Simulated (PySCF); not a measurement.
C₂H₂F₂O₂.
SMILES with atom numbers: `[O:1]=[C:2]([OH:3])[CH:4]([F:5])[F:6]` (hydrogens: H7 on O3; H8 on C4)

The geometry is computed with GFN2-xTB (gas phase).

(1) Give the optimised bond lengths and angles.

## Answers

(1) 
```json
{"bond": "O1=C2", "length (Å)": "1.191"}
{"bond": "C2–O3", "length (Å)": "1.326"}
{"bond": "C2–C4", "length (Å)": "1.546"}
{"bond": "C4–F5, C4–F6", "length (Å)": "1.347"}
{"bond": "O3–H7", "length (Å)": "0.972"}
{"bond": "C4–H8", "length (Å)": "1.102"}
```

Bonds in one row agree within 0.01 Å and their mean is given. A selection of angles:
```json
{"angle": "O1–C2–O3", "degrees": "125.6"}
{"angle": "O1–C2–C4", "degrees": "125.0"}
{"angle": "O3–C2–C4", "degrees": "109.4"}
{"angle": "C2–O3–H7", "degrees": "111.4"}
{"angle": "C2–C4–F5", "degrees": "110.8"}
{"angle": "C2–C4–F6", "degrees": "109.9"}
{"angle": "C2–C4–H8", "degrees": "111.4"}
{"angle": "F5–C4–F6", "degrees": "107.5"}
{"angle": "F5–C4–H8", "degrees": "109.0"}
{"angle": "F6–C4–H8", "degrees": "108.2"}
```

Dihedral angles: O1–C2–C4–F5 2° (synperiplanar); H7–O3–C2–O1 3° (synperiplanar). The mirror-image conformer, all signs reversed, is as good.

O3 (acid hydroxyl oxygen) is bent (angle 111.4°). The C–O distances run from 1.191 Å (O1=C2, drawn double) to 1.326 Å (C2–O3, drawn single), a spread of 0.135 Å.

Point group: C1 (no symmetry element, even within 0.4 Å). No frequency check. The numbers are those of one conformer (O1–C2–O3–H 3°, O1–C2–C4–F5 2°).
